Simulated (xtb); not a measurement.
xtb input (GFN2-xTB):

```bash
xtb mol.xyz --gfn 2 --sp --chrg -1 --uhf 0
```
mol.xyz:
```
6

C     -0.01161473    -0.02640307     0.83180950
C      0.01051919    -0.75709445    -0.62801581
C      0.00595158     0.55569554    -0.51323913
H      0.88841082    -0.06781218     1.45981855
H     -0.92871443    -0.07190482     1.43431575
H      0.01116736     1.50652892    -1.03746167
```

Output:

```
           -------------------------------------------------
          |                Calculation Setup                |
           -------------------------------------------------

           -------------------------------------------------
          |                 G F N 2 - x T B                 |
           -------------------------------------------------

        Reference                      10.1021/acs.jctc.8b01176
      * Hamiltonian:
        H0-scaling (s, p, d)           1.850000    2.230000    2.230000
        zeta-weighting                 0.500000
      * Dispersion:
        s8                             2.700000
        a1                             0.520000
        a2                             5.000000
        s9                             5.000000
      * Repulsion:
        kExp                           1.500000    1.000000
        rExp                           1.000000
      * Coulomb:
        alpha                          2.000000
        third order                    shell-resolved
        anisotropic                    true
        a3                             3.000000
        a5                             4.000000
        cn-shift                       1.200000
        cn-exp                         4.000000
        max-rad                        5.000000

          ...................................................
          :                      SETUP                      :
          :.................................................:
          :  # basis functions                  15          :
          :  # atomic orbitals                  15          :
          :  # shells                            9          :
          :  # electrons                        16          :
          :  max. iterations                   250          :
          :  Hamiltonian                  GFN2-xTB          :
          :  restarted?                      false          :
          :  GBSA solvation                  false          :
          :  PC potential                    false          :
          :  electronic temp.          300.0000000     K    :
          :  accuracy                    1.0000000          :
          :  -> integral cutoff          0.2500000E+02      :
          :  -> integral neglect         0.1000000E-07      :
          :  -> SCF convergence          0.1000000E-05 Eh   :
          :  -> wf. convergence          0.1000000E-03 e    :
          :  Broyden damping             0.4000000          :
          :  net charge                         -1          :
          :  unpaired electrons                  0          :
          ...................................................

 iter      E             dE          RMSdq      gap      omega  full diag
   1     -8.0388309 -0.803883E+01  0.594E+00    4.49       0.0  T
   2     -8.0405953 -0.176440E-02  0.483E+00    4.35       1.0  T
   3     -8.0699572 -0.293619E-01  0.237E+00    4.62       1.0  T
   4     -8.0771828 -0.722557E-02  0.384E-01    4.63       1.0  T
   5     -8.0774836 -0.300863E-03  0.235E-01    4.69       1.0  T
   6     -8.0775357 -0.520572E-04  0.124E-01    4.70       1.0  T
   7     -8.0775383 -0.265103E-05  0.590E-02    4.71       1.0  T
   8     -8.0775601 -0.217720E-04  0.778E-03    4.71       5.2  T
   9     -8.0775576  0.252930E-05  0.210E-02    4.71       1.9  T
  10     -8.0775601 -0.254033E-05  0.266E-04    4.71     153.3  T
  11     -8.0775601 -0.264979E-10  0.140E-04    4.71     290.6  T
  12     -8.0775601 -0.119066E-09  0.801E-06    4.71    5097.0  T

   *** convergence criteria satisfied after 12 iterations ***

         #    Occupation            Energy/Eh            Energy/eV
      -------------------------------------------------------------
         1        2.0000           -0.3475347              -9.4569
         2        2.0000           -0.2997486              -8.1566
         3        2.0000           -0.2660855              -7.2406
         4        2.0000           -0.2368860              -6.4460
         5        2.0000           -0.1917016              -5.2165
         6        2.0000           -0.1100284              -2.9940
         7        2.0000           -0.0896175              -2.4386
         8        2.0000           -0.0696089              -1.8942 (HOMO)
         9                          0.1035095               2.8166 (LUMO)
        10                          0.2302626               6.2658
        11                          0.3185653               8.6686
        12                          0.4265592              11.6073
        13                          0.4799700              13.0606
       ...                                ...                  ...
        15                          1.0015249              27.2529
      -------------------------------------------------------------
                  HL-Gap            0.1731184 Eh            4.7108 eV
             Fermi-level            0.0169503 Eh            0.4612 eV

 SCC (total)                   0 d,  0 h,  0 min,  0.003 sec
 SCC setup                      ...        0 min,  0.000 sec (  2.732%)
 Dispersion                     ...        0 min,  0.000 sec (  2.287%)
 classical contributions        ...        0 min,  0.000 sec (  0.475%)
 integral evaluation            ...        0 min,  0.000 sec ( 10.152%)
 iterations                     ...        0 min,  0.002 sec ( 53.277%)
 molecular gradient             ...        0 min,  0.001 sec ( 26.434%)
 printout                       ...        0 min,  0.000 sec (  4.008%)

         :::::::::::::::::::::::::::::::::::::::::::::::::::::
         ::                     SUMMARY                     ::
         :::::::::::::::::::::::::::::::::::::::::::::::::::::
         :: total energy              -7.948182974237 Eh    ::
         :: gradient norm              0.028924497562 Eh/a0 ::
         :: HOMO-LUMO gap              4.710791736583 eV    ::
         ::.................................................::
         :: SCC energy                -8.077560020118 Eh    ::
         :: -> isotropic ES            0.136528075940 Eh    ::
         :: -> anisotropic ES          0.004711932562 Eh    ::
         :: -> anisotropic XC          0.004720429239 Eh    ::
         :: -> dispersion             -0.003044080139 Eh    ::
         :: repulsion energy           0.129377045881 Eh    ::
         :: add. restraining           0.000000000000 Eh    ::
         :: total charge              -1.000000000000 e     ::
         :::::::::::::::::::::::::::::::::::::::::::::::::::::

           -------------------------------------------------
          |                Property Printout                |
           -------------------------------------------------

    * Orbital Energies and Occupations

         #    Occupation            Energy/Eh            Energy/eV
      -------------------------------------------------------------
         1        2.0000           -0.3475347              -9.4569
         2        2.0000           -0.2997486              -8.1566
         3        2.0000           -0.2660855              -7.2406
         4        2.0000           -0.2368860              -6.4460
         5        2.0000           -0.1917016              -5.2165
         6        2.0000           -0.1100284              -2.9940
         7        2.0000           -0.0896175              -2.4386
         8        2.0000           -0.0696089              -1.8942 (HOMO)
         9                          0.1035095               2.8166 (LUMO)
        10                          0.2302626               6.2658
        11                          0.3185653               8.6686
        12                          0.4265592              11.6073
        13                          0.4799700              13.0606
Note: The following floating-point exceptions are signalling: IEEE_DENORMAL
normal termination of xtb
        14                          0.5297060              14.4140
        15                          1.0015249              27.2529
      -------------------------------------------------------------
                  HL-Gap            0.1731184 Eh            4.7108 eV
             Fermi-level            0.0169503 Eh            0.4612 eV

     #   Z          covCN         q      C6AA      α(0)
     1   6 C        3.781    -0.076    21.978     6.678
     2   6 C        1.936    -0.404    44.303    10.749
     3   6 C        2.884    -0.099    30.486     9.052
     4   1 H        0.923    -0.135     6.981     4.132
     5   1 H        0.923    -0.135     6.981     4.132
     6   1 H        0.925    -0.150     7.688     4.336

 Mol. C6AA /au·bohr⁶  :        619.818683
 Mol. C8AA /au·bohr⁸  :      14061.709285
 Mol. α(0) /au        :         39.079283

Wiberg/Mayer (AO) data.
largest (>0.10) Wiberg bond orders for each atom

 ---------------------------------------------------------------------------
     #   Z sym  total        # sym  WBO       # sym  WBO       # sym  WBO
 ---------------------------------------------------------------------------
     1   6 C    3.800 --     3 C    0.998     5 H    0.956     4 H    0.956
                             2 C    0.875
     2   6 C    2.869 --     3 C    1.942     1 C    0.875
     3   6 C    3.897 --     2 C    1.942     1 C    0.998     6 H    0.938
     4   1 H    0.982 --     1 C    0.956
     5   1 H    0.982 --     1 C    0.956
     6   1 H    0.977 --     3 C    0.938
 ---------------------------------------------------------------------------

Topologies differ in total number of bonds
Writing topology from bond orders to xtbtopo.mol

molecular dipole:
                 x           y           z       tot (Debye)
 q only:       -0.000       0.087       0.009
   full:       -0.007       0.779       0.403       2.229
molecular quadrupole (traceless):
                xx          xy          yy          xz          yz          zz
 q only:        2.006      -0.003      -0.032       0.055       0.533      -1.974
  q+dip:        2.084       0.026      -0.104       0.060      -1.487      -1.980
   full:        3.020       0.031      -1.387       0.069      -1.471      -1.633

           -------------------------------------------------
          | TOTAL ENERGY               -7.948182974237 Eh   |
          | GRADIENT NORM               0.028924497562 Eh/α |
          | HOMO-LUMO GAP               4.710791736583 eV   |
           -------------------------------------------------

------------------------------------------------------------------------
------------------------------------------------------------------------
 total:
 SCF:
```

It need not be the lowest isomer of its formula. Whether it binds its extra electron was not tested at this geometry.
